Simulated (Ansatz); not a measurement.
This geometry of C$_{3}$H$_{6}$O (10 atoms, charge 0, multiplicity 1) is a first-order saddle point.

Computed with RKS BLYP-D4/def2-SVP in Ansatz.

```xyz
10
Properties=species:S:1:pos:R:3
C -0.029 1.624 0.404
C -0.771 0.505 0.344
O -0.665 -0.446 -0.649
C 0.424 -1.364 -0.528
H 0.746 1.842 -0.346
H -0.195 2.354 1.210
H -1.562 0.292 1.091
H 0.365 -2.052 -1.392
H 1.410 -0.846 -0.544
H 0.359 -1.959 0.413
```

(1) Which two structures does it join? (They come from a converged band through this point; their orientation in space is the band's.)

(2) How far does it lie above each of them?

Answers

(1) No bond is made or broken. The dihedral C1–C2–O3–C4 goes from 0 to 180°.

First end point:

```xyz
10
Properties=species:S:1:pos:R:3
C 0.059 1.359 0.574
C -0.935 0.484 0.308
O -0.842 -0.765 -0.231
C 0.463 -1.233 -0.568
H 1.119 1.155 0.376
H -0.197 2.333 1.012
H -1.991 0.719 0.518
H 0.337 -2.247 -0.990
H 0.948 -0.575 -1.324
H 1.121 -1.283 0.328
```

Last end point:

```xyz
10
Properties=species:S:1:pos:R:3
C 0.068 1.830 0.749
C -0.245 0.602 0.290
O 0.691 -0.257 -0.216
C 0.203 -1.522 -0.657
H 1.104 2.195 0.736
H -0.722 2.481 1.144
H -1.285 0.224 0.298
H 1.073 -2.089 -1.038
H -0.263 -2.099 0.174
H -0.542 -1.416 -1.478
```

(2) 7.1 kcal/mol above the first and 4.5 kcal/mol above the second. This is the barrier of this one path; another mechanism may lie lower.

Time of the run: 3.1 min on 1 thread of Arm Neoverse V1 (shared host), peak memory 0.11 GiB.
